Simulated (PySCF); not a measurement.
Bonds (- single, = double, # triple, : aromatic): Cl1-C2, C2-C3, C3-C4, C4-C5, C5-C6, C6-C2. C2 carries H7; C3 carries H8, H9; C4 carries H10, H11; C5 carries H12, H13; C6 carries H14, H15. H9, H10, H13, H14 are cis to Cl1 on the ring; H8, H11, H12, H15 are trans to Cl1 on the ring.

GIAO shifts from PySCF 2.14 on PBE0-D3(BJ)/def2-TZVP geometries (one conformer, non-relativistic, equivalent nuclei averaged), against TMS at the same level and in the same medium; PCM means IEF-PCM chloroform.

Measured (solution, not stated per compound (mostly CDCl3 or CCl4); Pretsch, Buehlmann, Badertscher, Structure Determination of Organic Compounds, 4th ed. (2009)): C2 62.0, C3/C6 37.2, C4/C5 23.1 ppm.

Question: Which unscaled values do B97-2/pcSseg-2, gas; WP04/pcSseg-2, PCM; wB97X-D/pcSseg-2, PCM give, and how close are they?

Answer: 
| atoms | measured | B97-2/pcSseg-2, gas | WP04/pcSseg-2, PCM | wB97X-D/pcSseg-2, PCM |
| --- | --- | --- | --- | --- |
| C2 | 62.0 | 71.4 | 79.6 | 73.3 |
| C3/C6 | 37.2 | 40.9 | 43.4 | 41.7 |
| C4/C5 | 23.1 | 25.7 | 29.1 | 25.6 |

Mean absolute error for ¹³C: B97-2/pcSseg-2, gas 5.2, WP04/pcSseg-2, PCM 9.9, wB97X-D/pcSseg-2, PCM 6.1 ppm.

Carbons that carry Cl, above all several Cl atoms, come out too deshielded, partly because spin–orbit coupling is missing.
